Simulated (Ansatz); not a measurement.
The input, for Ansatz 0.2.0:

```yaml
crystal:
  periodic: [false, false, false]
  atoms:
    - {symbol: B, position_ang: [0.000000, 0.000000, -1.674700]}
    - {symbol: B, position_ang: [0.000000, 0.000000, -0.133200]}
    - {symbol: Ge, position_ang: [0.000000, 0.000000, 1.807900]}
basis:
  gaussian: {orbitals: 6-31G}
magnetization: {spin_polarized: false}
correlation: {method: ccsd_t, electrons: outside_noble_gas, diis_vectors: 2}
scf: {omitted_lower_state_checks: [cluster_reference]}
```

```sh
$ ansatz run in.yaml --threads 1 --pin off --events-out ev --progress --plain --max-ram 2393MiB
```

(1) Roughly how long does this take on 1 thread of Arm Neoverse V2, shared host, and how much host memory?

```
these checks for a lower state are left out or cut short: cluster_reference
502 factors; integrals over basis functions are off by at most 3.0e-4 eV
mean field evaluation 1: about -57797.1056 eV, gradient 1.5e1 eV
mean field evaluation 2: about -57797.1450 eV, gradient 1.5e1 eV
mean field evaluation 4: about -57798.2301 eV, gradient 5.6e0 eV
mean field evaluation 8: about -57798.8241 eV, gradient 8.4e-1 eV
mean field evaluation 16: about -57798.8302 eV, gradient 7.3e-3 eV
mean field evaluation 32: about -57799.9347 eV, gradient 9.7e-3 eV
mean field evaluation 64: about -57797.1056 eV, gradient 1.5e1 eV
mean field evaluation 96: about -57792.6489 eV, gradient 8.4e0 eV
mean field evaluation 128: about -57785.4225 eV, gradient 3.8e1 eV
mean field evaluation 160: about -57798.8302 eV, gradient 1.1e-5 eV
...
mean field -57799.93471169 eV, -2124.1084224517 hartree, gradient 6.6e-7 eV, S^2 0.000000; 11 other end points of the search recorded, 0 dependent functions left out; unrestricted orbitals would lower it
16 core orbitals not correlated: weight in the atoms' cores, before any rotation towards them, 0.998 or more for the frozen orbitals, at most 0.000 for the correlated occupied ones
reference -57799.93471169 eV, -2124.1084224517 hartree; 5, 5 occupied and 26, 26 virtual orbitals, 502 factors
second order -3.17861241 eV of doubles, -0.00000000 eV of singles
...
cycle 155  -4.32536312 eV  change   -3.0e-7 eV  update   1.9e-5
cycle 156  -4.32536176 eV  change    1.4e-6 eV  update   2.0e-5
cycle 157  -4.32536135 eV  change    4.1e-7 eV  update   1.9e-5
cycle 158  -4.32536126 eV  change    9.0e-8 eV  update   1.9e-5
cycle 159  -4.32536071 eV  change    5.5e-7 eV  update   1.8e-5
cycle 160  -4.32536306 eV  change   -2.3e-6 eV  update   1.5e-5
cycle 161  -4.32537291 eV  change   -9.8e-6 eV  update   1.4e-5
cycle 162  -4.32537676 eV  change   -3.9e-6 eV  update   1.0e-5
cycle 163  -4.32538040 eV  change   -3.6e-6 eV  update   9.4e-6
cycle 164  -4.32538187 eV  change   -1.5e-6 eV  update   8.2e-6
perturbative correction -0.19405114 eV, -0.0071312479 hartree
WARN: the results are in doubt because among natural orbitals full CI differs from the method by -0.482 eV
Total energy: -57804.45414470 eV, -2124.2745085514 hartree
In doubt: among natural orbitals full CI differs from the method by -0.482 eV
Checks for a lower state left out: cluster_reference
```

The T1 diagnostic is 0.021.

Results:

(1) 3.5 s wall and 0.08 GiB.
